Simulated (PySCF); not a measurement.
## B₂H₆: from structure and modes to constants

Method: PBE/[B def2-TZVP, H def2-TZVP], no relativity, density fitting, PySCF.

The singlet minimum has D2h symmetry. Masses (u): B 11.00930, H 1.00782.

```xyz
8
charge 0 multiplicity 1, angstrom
B     0.8778    0.0000    0.0000
B    -0.8778    0.0000    0.0000
H     0.0000    0.9863    0.0000
H     0.0000   -0.9863    0.0000
H     1.4609    0.0000    1.0453
H     1.4609    0.0000   -1.0453
H    -1.4609    0.0000    1.0453
H    -1.4609    0.0000   -1.0453
```

Harmonic wavenumbers (cm⁻¹): 312.0 (b2u, ×1), 796.0 (ag, ×1), 826.3 (au, ×1), 867.0 (b2u, ×1), 876.6 (b2g, ×1), 905.5 (b3g, ×1), 936.6 (b1g, ×1), 951.3 (b3u, ×1), 1147.6 (b1u, ×1), 1153.1 (ag, ×1), 1673.4 (b1u, ×1), 1846.9 (b2g, ×1), 1999.6 (b3u, ×1), 2143.9 (ag, ×1), 2549.3 (b1u, ×1), 2561.2 (ag, ×1), 2638.5 (b3g, ×1), 2653.7 (b2u, ×1).

Task: Find the principal moments of inertia and the rotational constants. What kind of rotor is it?

Result: About the centre of mass I = 6.3659, 27.531, 29.975 u Å². With B = 16.8576/I this gives 2.648, 0.6123, 0.5624 cm⁻¹. The molecule is an asymmetric top with κ = -0.95.

Task: What is the harmonic zero-point energy?

Result: Half the sum of all 18 wavenumbers, 26839/2 = 13419 cm⁻¹, which is 160.5 kJ/mol (1 cm⁻¹ = 0.0119627 kJ/mol).

Task: Find the vibrational entropy and heat capacity at 298.15 K.

Result: With u = 1.43878 ω/T, each mode gives S = R[u/(eᵘ−1) − ln(1−e⁻ᵘ)] and C = R u² eᵘ/(eᵘ−1)².
```json
{"ω (cm⁻¹)": "312.0", "u": "1.506", "S (J/(mol K))": "5.65", "C (J/(mol K))": "6.91"}
{"ω (cm⁻¹)": "796.0", "u": "3.841", "S (J/(mol K))": "0.88", "C (J/(mol K))": "2.75"}
{"ω (cm⁻¹)": "826.3", "u": "3.987", "S (J/(mol K))": "0.78", "C (J/(mol K))": "2.55"}
{"ω (cm⁻¹)": "867.0", "u": "4.184", "S (J/(mol K))": "0.67", "C (J/(mol K))": "2.29"}
{"ω (cm⁻¹)": "876.6", "u": "4.230", "S (J/(mol K))": "0.64", "C (J/(mol K))": "2.23"}
{"ω (cm⁻¹)": "905.5", "u": "4.370", "S (J/(mol K))": "0.57", "C (J/(mol K))": "2.06"}
{"ω (cm⁻¹)": "936.6", "u": "4.520", "S (J/(mol K))": "0.50", "C (J/(mol K))": "1.89"}
{"ω (cm⁻¹)": "951.3", "u": "4.591", "S (J/(mol K))": "0.48", "C (J/(mol K))": "1.81"}
{"ω (cm⁻¹)": "1147.6", "u": "5.538", "S (J/(mol K))": "0.21", "C (J/(mol K))": "1.01"}
{"ω (cm⁻¹)": "1153.1", "u": "5.565", "S (J/(mol K))": "0.21", "C (J/(mol K))": "0.99"}
{"ω (cm⁻¹)": "1673.4", "u": "8.075", "S (J/(mol K))": "0.02", "C (J/(mol K))": "0.17"}
{"ω (cm⁻¹)": "1846.9", "u": "8.912", "S (J/(mol K))": "0.01", "C (J/(mol K))": "0.09"}
{"ω (cm⁻¹)": "1999.6", "u": "9.649", "S (J/(mol K))": "0.01", "C (J/(mol K))": "0.05"}
{"ω (cm⁻¹)": "2143.9", "u": "10.346", "S (J/(mol K))": "0.00", "C (J/(mol K))": "0.03"}
{"ω (cm⁻¹)": "2549.3", "u": "12.302", "S (J/(mol K))": "0.00", "C (J/(mol K))": "0.01"}
{"ω (cm⁻¹)": "2561.2", "u": "12.360", "S (J/(mol K))": "0.00", "C (J/(mol K))": "0.01"}
{"ω (cm⁻¹)": "2638.5", "u": "12.732", "S (J/(mol K))": "0.00", "C (J/(mol K))": "0.00"}
{"ω (cm⁻¹)": "2653.7", "u": "12.806", "S (J/(mol K))": "0.00", "C (J/(mol K))": "0.00"}
```
The sums over all modes are S = 10.6 and C = 24.8 J/(mol K); the softest mode gives 53 % of the entropy.

Task: Give the standard entropy (298.15 K, 1 bar) by its translational, rotational, vibrational and spin parts, and Cp.

Result: Sackur–Tetrode with M = 28.07 u gives 150.4; rotation with symmetry number 4 gives 72.6; vibration 10.6; spin R ln 1 = 0.0. The total is 233.7 J/(mol K), and Cp = 4 R + 24.8 = 58.1 J/(mol K).

Only a few start shapes were tried, so a lower isomer may exist.
